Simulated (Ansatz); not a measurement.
# H4Si: the cost of one run

Program: Ansatz 0.2.0, driven from Python. Level of theory: B3LYP/def2-SVP. These are calculated values, not measurements.

**1. Starting point**

Bond lengths: Si1–H2 1.461 Å, Si1–H3 1.461 Å, Si1–H4 1.461 Å, Si1–H5 1.461 Å. Angles: H2–Si1–H3 109.4°, H2–Si1–H4 109.4°, H2–Si1–H5 109.5°, H3–Si1–H4 109.5°, H3–Si1–H5 109.5°, H4–Si1–H5 109.6°.

The script reads h4si.xyz:

```xyz
5

Si   -0.00002    0.00027   -0.00078
H     0.95125   -0.67731    0.87641
H    -1.30898    0.04420    0.64596
H    -0.10316   -0.72917   -1.26215
H     0.46091    1.36202   -0.25944
```

**2. Script**

File run_relaxed_scan.py:

```python
# -*- coding: utf-8 -*-
"""Relaxed scan of one distance in H4Si."""

import ansatz as az
import numpy as np

mol = az.Crystal.molecule_from_extxyz("h4si.xyz")

model = mol.calculation().basis(gaussian="def2-SVP").functional("b3lyp")
symbols = [site.symbol for site in mol.cartesian_sites]
pairs = [(0, 1), (0, 2), (0, 3), (0, 4)]
print("held (A)   E (eV)        ", "  ".join(f"{symbols[i]}{i}-{symbols[j]}{j}" for i, j in pairs))
for length in [1.34, 1.46, 1.58, 1.75, 1.97]:
    r = model.relax(constraints=[az.DistanceConstraint((0, 1), at=length)], force_tolerance=0.02, max_steps=60).run().report
    xyz = np.array(r["positions_ang"])
    print(f"{length:6.2f} {r['free_energy_ev']:14.5f}  ", "  ".join(f"{np.linalg.norm(xyz[i] - xyz[j]):.3f}" for i, j in pairs))
```

**3. The input behind the calls**

The engine receives this input (first run):

```yaml
crystal:
  periodic: [false, false, false]
  atoms:
    - { symbol: Si, position_ang: [-2.0e-05, 0.00027, -0.00078] }
    - { symbol: H, position_ang: [0.95125, -0.67731, 0.87641] }
    - { symbol: H, position_ang: [-1.30898, 0.0442, 0.64596] }
    - { symbol: H, position_ang: [-0.10316, -0.72917, -1.26215] }
    - { symbol: H, position_ang: [0.46091, 1.36202, -0.25944] }
basis:
  gaussian:
    orbitals: def2-SVP
hamiltonian:
  xc: b3lyp
relax:
  f_tol: 0.02
  max_steps: 60
  constraints:
    - { distance: [0, 1], at: 1.34 }
```

**4. Launch**

Command:

```
> python run_relaxed_scan.py
```

What time and memory should one allow on 1 thread of Arm Neoverse V2, shared host?

About 11 s, with a peak of 0.16 GiB.
